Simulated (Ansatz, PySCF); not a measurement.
This PySCF input computes a CAM-B3LYP/def2-TZVPD energy:

```python
from pyscf import gto, scf, dft

mol = gto.M(
    atom='''
    C    -0.02532157    0.79659948    0.00616620
    O    -0.00968659   -0.72153609    0.05677689
    H    -1.07603513    1.05857315    0.06196596
    H     0.88071834   -1.11904627    0.10703011
    H     0.51569145    1.10272426    0.89461166
    H     0.44963847    1.10891103   -0.91835118
    H    -0.54059096   -1.15847037   -0.63646886
    ''',
    basis='def2-tzvpd',
    charge=1,
    spin=0,
    verbose=4,
)

mf = dft.RKS(mol, xc='camb3lyp').density_fit(auxbasis='def2-universal-jkfit')
mf.grids.level = 3
mf.conv_tol = 1e-9
mf.max_cycle = 100
mf.max_memory = 1500
mf.kernel()
if not mf.converged:
    mf = mf.newton()
    mf.kernel(mf.make_rdm1())
mf.analyze()
```

Q: Write an input for the same energy in Ansatz (a first-principles code) and say what it gives.

A: 
Ansatz 0.2 input:
```yaml
crystal:
  periodic: [false, false, false]
  atoms:
    - {symbol: C, position_ang: [-0.02532157, 0.79659948, 0.00616620]}
    - {symbol: O, position_ang: [-0.00968659, -0.72153609, 0.05677689]}
    - {symbol: H, position_ang: [-1.07603513, 1.05857315, 0.06196596]}
    - {symbol: H, position_ang: [0.88071834, -1.11904627, 0.10703011]}
    - {symbol: H, position_ang: [0.51569145, 1.10272426, 0.89461166]}
    - {symbol: H, position_ang: [0.44963847, 1.10891103, -0.91835118]}
    - {symbol: H, position_ang: [-0.54059096, -1.15847037, -0.63646886]}
basis:
  gaussian:
    orbitals: def2-TZVPD
hamiltonian:
  xc: {name: CAM-B3LYP}
total_charge: 1
output: {forces: true}
```
It gives -116.01885 Eh, and PySCF -116.01894 Eh, a difference of 0.09 mEh, from the treatment of integrals and grids.

It need not be the lowest isomer of its formula.
